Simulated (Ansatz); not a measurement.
We consider bcc Fe, described by B3LYP (VWN-RPA form) (Ansatz, a program for electronic structure, PAW).

Output (set-up and result lines):

```
WARN output.stress: scf.exx.energy_threshold = 1e-6 eV is looser than the 1e-8 eV advised for a stress under a hybrid functional (1e-8 eV for each atom of the …
Crystal: 1 atoms, lattice volume = 13.129 Å³
Basis set: ecut = 460 eV, 321 PW (Γ), exchange–correlation on 40×40×40 points (8 copies of the dense FFT grid, shifted against one another)
Bands: 14, of which v1, the nominal top of the filled ones, is band 8 counted from 1 (7 counted from 0)
Symmetry: 48 space group operations
Space group: Im-3m (ITA 229), of the structure as read, at distance tolerance 2.4e-5 Å
k-points: 145 of 4096
Initial density: superposition of atomic densities (chi_scale 0.1, normalization cell)
Functional: x = 0.1 slater + 0.9 b88, c = 0.19 vwn_rpa + 0.81 lyp, warm-up for x = 0.08 slater + 0.72 b88 + 0.2 exact, c = 0.19 vwn_rpa + 0.81 lyp
SCF 1 converged in 17 iterations: F = -4486.559083 eV  dr2 = 6.53e-11
Crystal: 1 atoms, lattice volume = 13.129 Å³
Initial density: handed on by an earlier stage of this run
Functional: x = 0.08 slater + 0.72 b88 + 0.2 exact, c = 0.19 vwn_rpa + 0.81 lyp
Crystal: 1 atoms, lattice volume = 13.129 Å³
SCF 3 converged in 13 iterations: F = -4485.933133 eV  dr2 = 4.78e-11
Crystal: 1 atoms, lattice volume = 13.129 Å³
SCF 4 converged in 9 iterations: F = -4485.933135 eV  dr2 = 3.47e-13
Magnetization: 2.8370 μB (9.4185 up, 6.5815 down)
Free energy (F): -4485.933135 eV
Internal energy: -4485.931498 eV  (E = F + TS)
E sigma→0 (E₀):  -4485.932317 eV
Fermi energy:    15.971875 eV
--- Stress (GPa, compression-positive) ---
       -6.209875      -0.000000      -0.000000
       -0.000000      -6.209875       0.000000
       -0.000000       0.000000      -6.209875
  P = ⅓ Tr σ = -6.2099 GPa (-62.099 kbar)
```

Task: Write an input file that could have produced this run (the log leaves some choices open).

Result: One answer among several that fit: 
Ansatz 0.2 input:
```yaml
crystal:
  lattice:
    - [-1.4861308257, 1.4861308257, 1.4861308257]
    - [1.4861308257, -1.4861308257, 1.4861308257]
    - [1.4861308257, 1.4861308257, -1.4861308257]
  atoms:
    - { symbol: Fe, position: [0.0, 0.0, 0.0], spin: 2.5 }
basis:
  ecutwfc: 460
  ecutrho_ratio: 4
  xc_grid: 2
kpoints:
  mp_grid: { grid: [16, 16, 16] }
hamiltonian:
  xc: b3lyp
  dispersion: none
  pseudopotentials: { kind: paw }
scf:
  occupations: { method: fermi_dirac, width: 0.05 }
  convergence: { dr2_threshold: 0.0000000001 }
output:
  forces: false
  stress: true
  eigenvalues: true
magnetization:
  spin_polarized: true
```

The cell is one volume of an energy–volume scan, off the minimum.

The PAW data were made under PBE.

Note: the cell is over a tenth larger than the published one: the level's own overestimate first of all, though another phase or state, or a fault of the published cell, is possible. Note: the run warned that the count of filled bands differs between k points.

Cost on a shared machine: very roughly 6 core-minutes.
